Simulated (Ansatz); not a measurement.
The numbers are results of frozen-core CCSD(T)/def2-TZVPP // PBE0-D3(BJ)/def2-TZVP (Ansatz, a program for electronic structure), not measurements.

Ansatz 0.2 input:
```yaml
crystal:
  periodic: [false, false, false]
  atoms:
    - { symbol: C, position_ang: [0.0, 0.0, 0.0] }
    - { symbol: H, position_ang: [0.471387, 0.768852, -0.611487] }
    - { symbol: H, position_ang: [0.759784, -0.510371, 0.591188] }
    - { symbol: H, position_ang: [-0.502365, -0.719998, -0.645358] }
    - { symbol: H, position_ang: [-0.728806, 0.461517, 0.665656] }
basis:
  gaussian: { orbitals: def2-TZVPP }
correlation:
  method: ccsd_t
```

Output:

```
Functional definition: HF
482 factors; integrals over basis functions are off by at most 8.4e-4 eV
mean field evaluation 1: about -1093.0915 eV, gradient 2.2e1 eV
mean field evaluation 2: about -1093.0932 eV, gradient 2.2e1 eV
mean field evaluation 4: about -1094.2762 eV, gradient 1.5e0 eV
mean field evaluation 8: about -1094.2876 eV, gradient 1.9e-4 eV
mean field evaluation 16: about -1094.2874 eV, gradient 1.9e-1 eV
mean field -1094.28761554 eV, -40.2143281361 hartree, gradient 9.6e-7 eV, S^2 0.000000; 0 other end points of the search recorded, 0 dependent functions left out
1 core orbitals not correlated
reference -1094.28761554 eV, -40.2143281361 hartree; 4, 4 occupied and 82, 82 virtual orbitals, 482 factors
second order -5.38050826 eV of doubles, -0.00000000 eV of singles
cycle   1  -5.77366233 eV  change   -3.9e-1 eV  update   4.2e-2
cycle   2  -5.91801769 eV  change   -1.4e-1 eV  update   1.2e-2
cycle   3  -5.93367164 eV  change   -1.6e-2 eV  update   3.5e-3
cycle   4  -5.93343859 eV  change    2.3e-4 eV  update   7.9e-4
cycle   5  -5.93352247 eV  change   -8.4e-5 eV  update   1.7e-4
cycle   6  -5.93353135 eV  change   -8.9e-6 eV  update   3.4e-5
cycle   7  -5.93354409 eV  change   -1.3e-5 eV  update   7.3e-6
cycle   8  -5.93354418 eV  change   -8.6e-8 eV  update   1.3e-6
perturbative correction -0.16937662 eV, -0.0062244760 hartree
Total energy: -1100.39053633 eV, -40.4386063388 hartree
```

Cost: about 1.6 core-seconds (a rough figure).
